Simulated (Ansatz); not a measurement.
Reaction (SMILES): C=CCl → [CH]=CCl + H atom
B3LYP-D3(BJ)/def2-TZVP geometries, fixed; electronic energies without zero-point terms.
Largest species:
```xyz
6

C      0.0112     0.7589    -0.0124
C      1.3049     1.0233     0.0034
Cl    -0.6370    -0.8532     0.0042
H     -0.7591     1.5163    -0.0370
H      2.0529     0.2431     0.0280
H      1.6388     2.0524    -0.0084
```

Basis-set convergence of the bond dissociation energy at B3LYP with Ansatz (a quantum-chemistry and plane-wave program). Cartesian d functions, on some or all atoms, in 6-31G*, 6-31+G*, 6-311G**, 6-311+G**; all else is spherical. The program fits the integrals of some runs and decomposes those of others, by size. Open shells are unrestricted. No added dispersion term, no relativity. Functions are those of the species that has most. Reference: the value in aug-pcseg-3, 116.91 kcal/mol, itself unsure by roughly 0.01 kcal/mol (its mean distance from aug-cc-pV(Q+d)Z, def2-QZVPPD, pcseg-3). Deviations are taken from unrounded values.

| basis | functions | bond dissociation energy (kcal/mol) |
|---|---|---|
| 6-31G* | 55 | 117.28 |
| 6-31+G* | 67 | 116.89 |
| def2-SVP | 61 | 116.68 |
| def2-SVPD | 91 | 116.91 |
| pcseg-1 | 61 | 116.36 |
| aug-pcseg-1 | 100 | 116.25 |
| cc-pV(D+d)Z | 66 | 115.95 |
| aug-cc-pV(D+d)Z | 105 | 116.06 |
| 6-311G** | 81 | 116.63 |
| 6-311+G** | 93 | 116.50 |
| def2-TZVP | 117 | 116.69 |
| def2-TZVPD | 147 | 116.66 |
| pcseg-2 | 136 | 116.85 |
| aug-pcseg-2 | 211 | 116.82 |
| cc-pV(T+d)Z | 141 | 116.95 |
| aug-cc-pV(T+d)Z | 216 | 116.80 |
| def2-TZVPP | 146 | 116.94 |
| def2-TZVPPD | 176 | 116.89 |
| cc-pV(Q+d)Z | 264 | 116.93 |
| aug-cc-pV(Q+d)Z | 387 | 116.90 |
| def2-QZVPP | 274 | 116.88 |
| def2-QZVPPD | 304 | 116.87 |
| pcseg-3 | 283 | 116.91 |
| aug-pcseg-3 | 406 | 116.91 |

What the diffuse functions change, pair by pair:
- 6-31G* to 6-31+G*: 12 more functions, deviation 0.37 to -0.02 kcal/mol
- def2-SVP to def2-SVPD: 30 more functions, deviation -0.23 to 0.00 kcal/mol
- pcseg-1 to aug-pcseg-1: 39 more functions, deviation -0.55 to -0.66 kcal/mol
- cc-pV(D+d)Z to aug-cc-pV(D+d)Z: 39 more functions, deviation -0.96 to -0.84 kcal/mol
- 6-311G** to 6-311+G**: 12 more functions, deviation -0.28 to -0.41 kcal/mol
- def2-TZVP to def2-TZVPD: 30 more functions, deviation -0.21 to -0.25 kcal/mol
- pcseg-2 to aug-pcseg-2: 75 more functions, deviation -0.06 to -0.09 kcal/mol
- cc-pV(T+d)Z to aug-cc-pV(T+d)Z: 75 more functions, deviation 0.04 to -0.11 kcal/mol
- def2-TZVPP to def2-TZVPPD: 30 more functions, deviation 0.03 to -0.02 kcal/mol
- cc-pV(Q+d)Z to aug-cc-pV(Q+d)Z: 123 more functions, deviation 0.03 to -0.01 kcal/mol
- def2-QZVPP to def2-QZVPPD: 30 more functions, deviation -0.03 to -0.04 kcal/mol
- pcseg-3 to aug-pcseg-3: 123 more functions, deviation 0.00 to 0.00 kcal/mol

Leaving out the reference's own pair, they bring the value nearer the reference by more than 0.01 kcal/mol in 5 of 11 pairs.
